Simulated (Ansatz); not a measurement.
# One shape, several levels: CH2ClF (chlorofluoromethane)

Wanted: a comparison of 6 runs (BLYP/STO-3G, HSE06/STO-3G, UPBE/STO-3G, revPBE/STO-3G, UMP2/STO-3G, FCI/STO-3G) of CH2ClF (chlorofluoromethane). 

Program for the calculation: Ansatz 0.2.0.

70 further runs of the same task are left out: 2 that didn't finish, 68 set aside as unsound or not needed.

## 1. The system as given

The species is CH2ClF (5 atoms), meant as a singlet with charge 0. SMILES: `FCCl`. The H4–C2 distance was set to 1.362 Å, away from the relaxed value.

Bond lengths: F1–C2 1.355 Å, C2–Cl3 1.766 Å, C2–H5 1.089 Å. Angles: F1–C2–Cl3 110.5°, F1–C2–H5 109.3°, Cl3–C2–H5 107.8°. A long bond or contact: C2–H4 1.362 Å.

## 2. The energy at BLYP/STO-3G (run 1)

in.yaml

```yaml
crystal:
  periodic: [false, false, false]
  atoms:
    - {symbol: F, position_ang: [-1.157623, 0.658516, 0.594595]}
    - {symbol: C, position_ang: [-0.103613, 0.187316, -0.113835]}
    - {symbol: Cl, position_ang: [-0.610143, -1.134894, -1.169965]}
    - {symbol: H, position_ang: [0.832130, -0.302600, 0.745580]}
    - {symbol: H, position_ang: [0.290547, 0.983666, -0.743985]}
basis:
  gaussian:
    orbitals: STO-3G
hamiltonian:
  xc: {name: BLYP}
accuracy: high
```

Command:

```sh
$ ansatz run in.yaml --threads 1 --pin off --max-ram 3480MiB --events-out events.jsonl --progress --plain --runs-dir runs
```

What it wrote:

```text
Warning: RAYON_NUM_THREADS=1 ignored (pool sized by the plan → 1); use --threads N
Functional definition: BLYP
  name "BLYP"
  parameter beta = 0.0042
  parameter a = 0.04918
  parameter b = 0.132
  parameter c = 0.2533
  parameter d = 0.349
  exchange = b88_x(beta = beta)
  correlation = lyp_c(a = a, b = b, c = c, d = d)
375 factors; integrals over basis functions are off by at most 3.3e-8 eV
mean field evaluation 1: about -16114.8683 eV, gradient 2.0e1 eV
mean field evaluation 2: about -16112.9140 eV, gradient 3.3e1 eV
mean field evaluation 4: about -16116.2725 eV, gradient 9.4e-1 eV
mean field evaluation 8: about -16116.2154 eV, gradient 2.1e-3 eV
mean field evaluation 16: about -16116.2154 eV, gradient 1.2e-8 eV
mean field -16116.21535454 eV, -592.2599903162 hartree, gradient 1.4e-8 eV, S^2 0.000000; 0 other end points of the search recorded, 0 dependent functions left out
reference -16116.21538773 eV, -592.2599915360 hartree; 17, 17 occupied and 4, 4 virtual orbitals, 375 factors
Total energy: -16116.21538773 eV, -592.2599915360 hartree
```

It took 1.2 s on 1 thread of Arm Neoverse V1, shared host; peak memory 0.095 GiB.

## 3. A single-point energy at HSE06/STO-3G (run 2)

input.yaml

```yaml
basis:
  gaussian:
    orbitals: STO-3G
crystal:
  periodic: [false, false, false]
  atoms:
    - {symbol: F, position_ang: [-1.157623, 0.658516, 0.594595]}
    - {symbol: C, position_ang: [-0.103613, 0.187316, -0.113835]}
    - {symbol: Cl, position_ang: [-0.610143, -1.134894, -1.169965]}
    - {symbol: H, position_ang: [0.832130, -0.302600, 0.745580]}
    - {symbol: H, position_ang: [0.290547, 0.983666, -0.743985]}
magnetization:
  spin_polarized: false
hamiltonian:
  xc: {name: HSE06}
accuracy: high
```

Command:

```sh
$ ansatz run input.yaml --threads 1 --pin off --max-ram 3480MiB --events-out events.jsonl --progress --plain --runs-dir runs
```

What it wrote:

```text
Warning: RAYON_NUM_THREADS=1 ignored (pool sized by the plan → 1); use --threads N
Functional definition: HSE06
  name "HSE06"
  parameter a = 0.25
  parameter omega = 0.11/bohr
  exchange = pbe_x - a*pbe_x_sr(omega) + a*exact_x_sr(omega)
  correlation = pbe_c
375 factors; integrals over basis functions are off by at most 3.3e-8 eV
58 factors; integrals over basis functions are off by at most 1.1e-9 eV
mean field evaluation 1: about -16110.3253 eV, gradient 2.2e1 eV
mean field evaluation 2: about -16109.6610 eV, gradient 2.8e1 eV
mean field evaluation 4: about -16111.9548 eV, gradient 3.6e-1 eV
mean field evaluation 8: about -16111.9442 eV, gradient 1.3e-3 eV
mean field evaluation 16: about -16111.9442 eV, gradient 1.6e-8 eV
mean field -16111.94420173 eV, -592.1030283456 hartree, gradient 1.6e-8 eV, S^2 0.000000; 0 other end points of the search recorded, 0 dependent functions left out
reference -16111.94420332 eV, -592.1030284038 hartree; 17, 17 occupied and 4, 4 virtual orbitals, 375 factors
Total energy: -16111.94420332 eV, -592.1030284038 hartree
```

It took 1.4 s on 1 thread of Arm Neoverse V1, shared host; peak memory 0.097 GiB.

Runs 3 to 5 aren't shown in full; the table further down has their settings and results.

## 4. A single-point energy at FCI/STO-3G (run 6)

molecule.yaml

```yaml
crystal:
  periodic: [false, false, false]
  atoms:
    - {symbol: F, position_ang: [-1.157623, 0.658516, 0.594595]}
    - {symbol: C, position_ang: [-0.103613, 0.187316, -0.113835]}
    - {symbol: Cl, position_ang: [-0.610143, -1.134894, -1.169965]}
    - {symbol: H, position_ang: [0.832130, -0.302600, 0.745580]}
    - {symbol: H, position_ang: [0.290547, 0.983666, -0.743985]}
basis:
  gaussian:
    orbitals: STO-3G
correlation:
  method: fci
  frozen_orbitals: {C: 1, Cl: 5, F: 1, H: 0}
accuracy: high
```

Command:

```sh
$ ansatz run molecule.yaml --threads 1 --pin off --max-ram 3480MiB --events-out events.jsonl --progress --plain --runs-dir runs
```

What it wrote:

```text
Warning: RAYON_NUM_THREADS=1 ignored (pool sized by the plan → 1); use --threads N
Functional definition: HF
  name "HF"
  exchange = exact_x
  correlation = 0
375 factors; integrals over basis functions are off by at most 3.3e-8 eV
mean field evaluation 1: about -16082.1700 eV, gradient 2.9e1 eV
mean field evaluation 2: about -16082.2931 eV, gradient 2.9e1 eV
mean field evaluation 4: about -16085.4949 eV, gradient 1.7e0 eV
mean field evaluation 8: about -16085.5097 eV, gradient 3.9e-4 eV
mean field -16085.50974934 eV, -591.1315801381 hartree, gradient 1.4e-8 eV, S^2 0.000000; 0 other end points of the search recorded, 0 dependent functions left out
7 core orbitals not correlated: weight in the atoms' cores, before any rotation towards them, 1.000 or more for the frozen orbitals, at most 0.000 for the correlated occupied ones
reference -16085.50974934 eV, -591.1315801381 hartree; 10, 10 occupied and 4, 4 virtual orbitals, 375 factors
state -16088.68506837 eV, -591.2482709603 hartree
Total energy: -16088.68506837 eV, -591.2482709603 hartree
```

Wall time 3.9 s (1 thread of Arm Neoverse V1, shared host); peak memory 0.14 GiB.

## 5. All runs side by side

| run | level | frozen core orbitals | energy (Eh) | wall time |
| --- | --- | --- | --- | --- |
| 1 | BLYP/STO-3G | – | -592.259992 | 1.2 s |
| 2 | HSE06/STO-3G | – | -592.103028 | 1.4 s |
| 3 | UPBE/STO-3G | – | -592.020206 | 1.9 s |
| 4 | revPBE/STO-3G | – | -592.254775 | 1.1 s |
| 5 | UMP2/STO-3G | 7 | -591.217392 | 0.16 s |
| 6 | FCI/STO-3G | 7 | -591.248271 | 3.9 s |

## 6. Summary of results

```
                                          quantity          value
                               run 6: total energy  -591.24827 Eh
run 6: correlation energy (7 core orbitals frozen)     -116.7 mEh
```

What this shows: Against full CI in this basis: UMP2 +30.9 mEh. Totals of different functionals can't be ranked against each other. In runs 1, 2, 3, 4, 5, 6 the basis is minimal, so the values are rough. All runs together took 9.7 s, the longest 3.9 s.
